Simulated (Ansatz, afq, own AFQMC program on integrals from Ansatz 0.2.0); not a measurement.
N, quartet → N⁺, quintet

A free N atom.

E(quintet, charge +1) − E(quartet, charge +0) at this geometry, on UHF and UHF determinants.

Basis cc-pVTZ. Noble-gas cores (and the filled d shells of Ga–Kr and In–Xe) are frozen. Integrals, coupled cluster, full CI and functionals: Ansatz 0.2.0; the random walks run on the same integrals in our own AFQMC program. The CISD trial takes its coefficients from CCSD amplitudes. Released means that phaseless walkers are propagated on without the constraint, phases kept. ± is one standard error of the sampling. The errors of all members are added in quadrature.

Full CI on the same integrals is exact in this basis and with this determinant's frozen core.

The best estimate is CCSD(T) at the basis-set limit (CBS: def2-TZVPP and def2-QZVPP, with their diffuse functions for anions and beside diffuse sets, CCSD(T) itself extrapolated) plus the step from CCSD(T) to full CI in cc-pVTZ. Rows without CBS are in cc-pVTZ; B2PLYP and the wave-function rows carry a basis error of their own. Core correlation and relativity beyond core potentials are missing, and ± holds the sampling alone.

Cautions: N⁺ (quintet): another spin lies lower; this isn't the first ionization.

```csv
level,vertical ionization energy (kcal/mol)
PBE,472.7
HF,412.9
CCSD,462.4
```

(1) From these cheaper values, estimate the vertical ionization energy at the level of the best estimate.

(1) 468.5 kcal/mol (best estimate, highest rung FCI).

```json
{"level": "MP2", "vertical ionization energy (kcal/mol)": "456.0", "error against the best estimate (kcal/mol)": "-12.5"}
{"level": "CCSD(T)", "vertical ionization energy (kcal/mol)": "463.7", "error against the best estimate (kcal/mol)": "-4.7"}
{"level": "CCSDT", "vertical ionization energy (kcal/mol)": "463.9", "error against the best estimate (kcal/mol)": "-4.6"}
{"level": "CCSDT(Q)", "vertical ionization energy (kcal/mol)": "463.9", "error against the best estimate (kcal/mol)": "-4.5"}
{"level": "ph-AFQMC/CISD", "vertical ionization energy (kcal/mol)": "463.9 ± 0.01", "error against the best estimate (kcal/mol)": "-4.6 ± 0.01"}
{"level": "released AFQMC", "vertical ionization energy (kcal/mol)": "464.0 ± 0.02", "error against the best estimate (kcal/mol)": "-4.5 ± 0.02"}
{"level": "FCI", "vertical ionization energy (kcal/mol)": "463.9", "error against the best estimate (kcal/mol)": "-4.5"}
{"level": "HF/CBS", "vertical ionization energy (kcal/mol)": "412.4", "error against the best estimate (kcal/mol)": "-56.1"}
{"level": "MP2/CBS", "vertical ionization energy (kcal/mol)": "461.5", "error against the best estimate (kcal/mol)": "-6.9"}
{"level": "CCSD(T)/CBS", "vertical ionization energy (kcal/mol)": "468.3", "error against the best estimate (kcal/mol)": "-0.2"}
{"level": "r2SCAN", "vertical ionization energy (kcal/mol)": "458.1", "error against the best estimate (kcal/mol)": "-10.4"}
{"level": "PBE0", "vertical ionization energy (kcal/mol)": "468.9", "error against the best estimate (kcal/mol)": "0.4"}
{"level": "B3LYP", "vertical ionization energy (kcal/mol)": "485.9", "error against the best estimate (kcal/mol)": "17.4"}
{"level": "wB97M-V", "vertical ionization energy (kcal/mol)": "477.4", "error against the best estimate (kcal/mol)": "8.9"}
{"level": "B2PLYP", "vertical ionization energy (kcal/mol)": "477.6", "error against the best estimate (kcal/mol)": "9.1"}
```

Correlation beyond CCSD(T) adds 0.2 kcal/mol. Going to the basis-set limit adds 4.5 kcal/mol at CCSD(T). The perturbative (T) step is worth +1.3 kcal/mol. The functionals spread over 27.9 kcal/mol; PBE0 comes nearest and B3LYP is 17.4 kcal/mol too high.

Best estimates are given only where the step beyond CCSD(T) is under 0.3 eV and no member's determinant is very poor (T1 over 0.05, or 0.07 for open shells, ⟨S²⟩ too high by 0.3, two states mixed), so the hardest cases are missing from such tables.

The functionals ran in a triple-zeta set and keep a basis error of their own, a few kJ/mol for each bond in atomization energies and more for double hybrids, so close places among them and the extrapolated levels can swap.

CCSDT and higher add their correlation energy to the determinant of the CCSD(T) run, since their own runs factorise the integrals more tightly (a shift of under 2 meV). Each member of a difference takes its own highest rung, so a best estimate needn't equal the limit plus the step of one row. A walk keeps the symmetry of its determinant, which the program's search chose and which needn't be the lowest solution, so a lower state of the same spin and another symmetry isn't excluded. Released energies are given only where the last usable release times agree within the noise; a slower fall can still hide under it.
